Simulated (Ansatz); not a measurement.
`CCCC(C)C(C)C` and `CCCC(C)CC` differ in one atom or group.

Ansatz, PBE0-D4/def2-TZVP geometries, multiplicity 1. Each molecule was computed in one conformer, which needn't be the lowest.

| property | `CCCC(C)C(C)C` |
| --- | --- |
| HOMO energy (PBE0/def2-TZVPP) / eV | -8.38 |
| size of the dipole moment (PBE/def2-TZVPP) / D | 0.13 |
| HOMO–LUMO gap (ωB97M-V/def2-TZVPP) / eV | 13.18 |
| HOMO energy (ωB97M-V/def2-TZVPP) / eV | -10.64 |
| HOMO–LUMO gap (PBE/def2-TZVPP) / eV | 7.40 |
| HOMO energy (B3LYP/def2-TZVPP) / eV | -8.19 |

(1) Give the same properties after the change, and the shifts. (Estimate.)

Results:

(1) Computed: 
| property | `CCCC(C)CC` | shift |
| --- | --- | --- |
| HOMO energy (PBE0/def2-TZVPP) / eV | -8.52 | -0.14 |
| size of the dipole moment (PBE/def2-TZVPP) / D | 0.08 | -0.05 |
| HOMO–LUMO gap (ωB97M-V/def2-TZVPP) / eV | 13.43 | 0.25 |
| HOMO energy (ωB97M-V/def2-TZVPP) / eV | -10.80 | -0.16 |
| HOMO–LUMO gap (PBE/def2-TZVPP) / eV | 7.61 | 0.21 |
| HOMO energy (B3LYP/def2-TZVPP) / eV | -8.33 | -0.14 |

With PBE0 the HOMO falls by 0.14 eV and the LUMO rises by 0.09 eV, so the gap widens by about 0.23 eV. PBE moves the HOMO by -0.12 eV and ωB97M-V by -0.16 eV. Dipoles are sizes alone; their direction can turn.

B3LYP here is the variant with VWN-RPA as its local correlation; programs differ in this.
